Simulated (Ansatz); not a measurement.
## Worked example: correlation energy of AsH2, doublet

Geometry: a point of a bend scan, not a stationary point.

```xyz
3

As    0.0000   -0.0137    0.0000
H     0.0000    0.5096   -1.4338
H     0.0000    0.5096    1.4338
```

Basis cc-pVDZ; Ansatz 0.2.0. Only valence electrons are correlated (noble-gas cores and the filled d shells of p-block atoms frozen), which leaves 7 electrons in 23 orbitals. R marks a restricted (for open shells ROHF) determinant. No spin–orbit coupling is included, and no scalar relativity.

Full CI is exact within this basis and frozen core; it isn't the basis-set limit.

Runs differ by some tens of microhartree through their thresholds and, for an open shell, their frozen cores, so steps under 0.03 kcal/mol mean nothing.

```json
{"level": "RHF", "total energy (hartree)": "-2235.250448"}
{"level": "RMP2", "total energy (hartree)": "-2235.354813"}
{"level": "RCCSD", "total energy (hartree)": "-2235.379748"}
{"level": "RCCSD(T)", "total energy (hartree)": "-2235.382589"}
{"level": "RCCSDT", "total energy (hartree)": "-2235.383206"}
{"level": "RCCSDT(Q)", "total energy (hartree)": "-2235.383323"}
{"level": "full CI", "total energy (hartree)": "-2235.383333"}
```

Q: What is the correlation energy at full CI, and what share of it do RMP2 and RCCSDT recover?

A: E(corr) = -2235.383333 − (-2235.250448) = -0.132885 hartree = -3.616 eV. RMP2: -0.104365 / -0.132885 = 78.54 %. RCCSDT: -0.132758 / -0.132885 = 99.90 %.

Q: By how many kcal/mol does RCCSD(T) miss full CI (1 hartree = 627.509 kcal/mol), and which steps make up the rest?

A: -2235.382589 − (-2235.383333) = 0.000744 hartree = 0.47 kcal/mol. Steps: RCCSDT − RCCSD(T) = -0.39, RCCSDT(Q) − RCCSDT = -0.07, full CI − RCCSDT(Q) = -0.01 kcal/mol. That is within 1 kcal/mol of the reference in this basis, which itself misses far more of the correlation at the basis-set limit.
